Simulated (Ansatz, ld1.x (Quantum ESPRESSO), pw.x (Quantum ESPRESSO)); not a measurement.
# Equation-of-state test of one TM potential (Ba)

ld1.x (Quantum ESPRESSO) 7.5 input, shortened:

```
&input
   title='Ba', zed=56., rel=1, dft='PBE', iswitch=3,
   config='[Xe] 5d0 6s2 6p0'
 /
 &inputp
   pseudotype=2, tm=.true., lloc=0,
   nlcc=.true., new_core_ps=.true.
 /
3
6P  2  1   0.00   0.00  3.95  3.95  0.0
5D  3  2   0.00   0.00  3.40  3.40  0.0
6S  1  0   2.00   0.00  3.25  3.25  0.0
 &test
   configts(1)='5d0 6s2 6p0'
 /
```

Atomic tests: cutoffs needed: 6 Ry and 12 Ry (the cutoffs (Ry, on a coarse ladder) from which the occupation-weighted sum of valence levels, in a spherical-Bessel basis at the reference potential, stays within 10 and 1 mRy of its value at 400 Ry); ghost test: no extra level below or beside the all-electron valence levels (p, d, s, f tested) (spherical-Bessel basis up to 400 Ry, 20 bohr box); largest excitation error: -48 meV (all-electron minus pseudo) for 5d1 6s0 6p0, out of 7 test configurations.

Crystal test: bcc Ba in pw.x 7.5, no spin, 9³ k-points, Fermi–Dirac smearing 0.01 Ry, cutoffs 50/200 Ry. The reference is all-electron LAPW (Ansatz 0.2.0) with the same functional, mesh and smearing; V0 and B0 come from Birch–Murnaghan fits to the pressures at five volumes. Errors are pseudo minus all-electron; Δ is the rms difference of the E(V) curves that follow from these fits, minima aligned, over ±6 % about the mean V0. Mesh and smearing are coarse, so the numbers serve the comparison and aren't converged zero-temperature values; the lattice is a test structure that the element need not adopt.

```csv
V (Å³/atom),P all-electron (GPa),P pseudo (GPa)
60.428,0.47,0.91
62.018,0.23,0.61
63.608,0.01,0.34
65.198,-0.19,0.10
66.788,-0.38,-0.12
```

All-electron: a0 = 5.031 Å (V0 = 63.67 Å³/atom), B0 = 8.4 GPa.

Pseudopotential: mean pressure error (GPa): +0.34; a0 (Å): 5.089; a0 error (%): +1.16; B0 error (%): +9.1; Δ (meV/atom): 4.4. This is a poor potential for the solid. The logarithmic derivative shows an extra or strongly shifted pseudo pole above the reference energy (s near 1.56 Ry).

Problem. At the middle volume, how do free energy and pressure move when the wave cutoff is lowered (ecutrho kept at four times it)?

Solution.

| cutoff (Ry) | shift of F (meV/atom) | shift of P (GPa) |
| --- | --- | --- |
| 22 | +1.4 | -0.01 |
| 30 | +0.5 | -0.00 |
| 40 | +0.1 | +0.00 |

The run at the middle volume (35 k-points, 7 iterations) took about 8.9 s on one core of a shared host (Neoverse-V1, 32 threads, 247 GiB, load 10).
